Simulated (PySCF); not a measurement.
## Löwdin shares of the frontier orbitals

Tetrahydrofuran, C4H8O.
Z-matrix (Å and degrees, GFN2-xTB geometry), rows numbered from 1:
```
C 
C   1  1.5269
C   2  1.5288  1  101.34
O   3  1.4188  2  106.82  1   -30.66
C   4  1.4186  3  109.79  2    11.88
H   1  1.0907  2  110.24  3   -80.72
H   1  1.0874  2  113.40  3   156.68
H   2  1.0907  1  110.21  3  -116.80
H   2  1.0873  1  113.44  3   120.57
H   3  1.0935  2  113.13  1  -150.04
H   3  1.0993  2  110.77  1    87.78
H   5  1.0932  1  113.14  2  -150.23
H   5  1.0992  1  110.74  2    87.64
```

Computed, not measured: TDDFT PBE0/def2-SVPD, vertical, gas phase, core orbitals frozen in the response in PySCF 2.14.0, density-fitted response routines.

Kohn–Sham orbitals with the atoms that hold most of them (Löwdin shares over 4%, at most four atoms; ? is withheld):

```json
{"orbital": "LUMO+2", "ε (eV)": "1.60", "atoms": "O4 15%, H6 15%, H8 14%, H13 10%"}
{"orbital": "LUMO+1", "ε (eV)": "1.50", "atoms": "H7 9%, H9 9%, C3 9%, C5 9%"}
{"orbital": "LUMO", "ε (eV)": "0.72", "atoms": "?"}
{"orbital": "HOMO", "ε (eV)": "?", "atoms": "O4 57%, C5 10%, C3 10%, H13 6%"}
{"orbital": "HOMO-1", "ε (eV)": "-9.04", "atoms": "?"}
{"orbital": "HOMO-2", "ε (eV)": "-9.45", "atoms": "C1 20%, C2 20%, H6 12%, H8 12%"}
{"orbital": "HOMO-3", "ε (eV)": "-9.89", "atoms": "C5 19%, C3 19%, C2 17%, C1 17%"}
```

Question: Which atoms hold the HOMO-1, and with what shares?

Answer: O4 (bonded to 2 C) 49%; C3 (bonded to C, O and 2 H) 11%; C5 (bonded to C, O and 2 H) 11%; C2 (bonded to 2 C and 2 H) 11%. By element: oxygen 49%, carbon 34% or more.

Question: Which atoms hold the LUMO, and with what shares?

Answer: C2 (bonded to 2 C and 2 H) 14%; C1 (bonded to 2 C and 2 H) 14%; C3 (bonded to C, O and 2 H) 11%; C5 (bonded to C, O and 2 H) 11%.

Question: What is the HOMO energy, and the HOMO–LUMO gap?

Answer: ε(HOMO) = -7.07 eV; the gap is 7.79 eV (0.2864 hartree).

Question: The HOMO–LUMO gap is 7.79 eV. Where does the response calculation put the lowest singlet, and from which orbitals?

Answer: S1 is at 6.60 eV (f = 0.011), 1.19 eV below the gap, made of HOMO→LUMO (97%). 

Question: One configuration dominates each of S1, S2 and S7. Which, and how do the shares of the two leading atoms of either orbital change from the occupied to the empty one?

Answer: 
- S1 (6.60 eV, f 0.011), HOMO→LUMO (97%): O4 57% → at most 11%, C5 10% → 11%, C2 at most 7% → 14%, C1 at most 7% → 14%
- S2 (7.47 eV, f 0.0002), HOMO→LUMO+1 (81%): O4 57% → at most 10%, C5 10% → 9%, H7 at most 7% → 9%, H9 at most 7% → 9%
- S7 (8.57 eV, f 0.011), HOMO-1→LUMO (98%): O4 49% → at most 11%, C3 11% → 11%, C2 11% → 14%, C1 at most 11% → 14%

Hardware: Arm Neoverse V1, one thread, no GPU, shared host. Cost: 18 s of wall time.

One conformer stands for the species.
